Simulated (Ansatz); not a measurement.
Bulk modulus of some solids

Method: revPBE in Ansatz (plane waves, PAW). References are measured values corrected to a static lattice.

Values in GPa.

```
solid                              reference  revPBE  error (%)
--------------------------  ----------------  ------  ---------
fcc Cu                                   144     128      -11.1
body-centred tetragonal In             44.7¶    31.5        -30
bcc K                                   3.75    3.11      -17.1
bcc Ta                                   198     188       -5.1
fcc Ag                         110 (104–111)    79.0        -28
bcc W                          312 (300–328)     296       -5.1
fcc Rh                         271 (271–289)     243      -10.3
bcc Cs                      2.11 (2.11–2.35)    1.67        -21
zinc-blende BP                 176 (168–176)     157      -10.8
fcc Sr                                  12.5    10.8      -13.6
zinc-blende AlAs                          75    64.4      -14.1
bcc V                                    161     175       +8.7
bcc Fe                                   174     173       -0.6
```

Over these 13 solids the mean error is -12.1 %, the mean absolute error 13.5 % (median 11.1 %), and the worst case body-centred tetragonal In at -30 %; the value is below the reference in 12 of 13 cases.

All these references are brought to a static lattice.

Spin–orbit coupling is left out, also for the solids with elements from indium on (body-centred tetragonal In, bcc Ta, bcc W, bcc Cs); its size isn't shown.

¶ marks references of a special kind: body-centred tetragonal In, 44.7 GPa (measured, copied from a table, unchecked, extrapolated to 0 K and zero-point effects removed; as tabulated in Lejaeghere et al. (2013), arXiv:1204.2733).

In Ansatz's fits of the non-cubic solids, shape and atoms are relaxed at each volume.

Brackets give the range of the sources taken for a reference, where it is wide; it can hold other temperatures.

Differences are worked out from the printed values.

Each level is taken at its own relaxed cell. Caveats: the cell is over a tenth larger than the published one: the level's own overestimate first of all, though another phase or state, or a fault of the published cell, is possible (bcc Cs). Ansatz's density-functional and Hartree–Fock values are scalar-relativistic unless marked +SOC, with PAW data made under PBE.

Ansatz's runs of these crystals have no spin polarisation, but for bcc Fe.

Density-functional runs with spin start from parallel moments for bcc Fe.

Not in this set, of the solids of all kinds but layered and molecular ones with a reference value in our tables and a result at some level: 87 for a reference at room or unstated temperature; 56 for no value at revPBE (not run, a failed fit, an unstable or unbound cell, or a value held back for tests); 23 for sources at odds; 6 for a high-temperature or high-pressure phase; 1 for a value of another source that differs by over 15 % in a way that heat doesn't explain. These can be a level's best or worst cases. At least 25 more with a reference value are held back for tests. Solids without a released value at any level aren't counted. The metals Ce to Yb are counted apart.

References as tabulated in Levämäki et al. (2014), arXiv:1402.3671; Mejia-Rodriguez and Trickey (2018), arXiv:1807.09216; Lejaeghere et al. (2013), arXiv:1204.2733; doi:10.1021/acs.jctc.3c00612 and others.

Ansatz is an electronic-structure program.
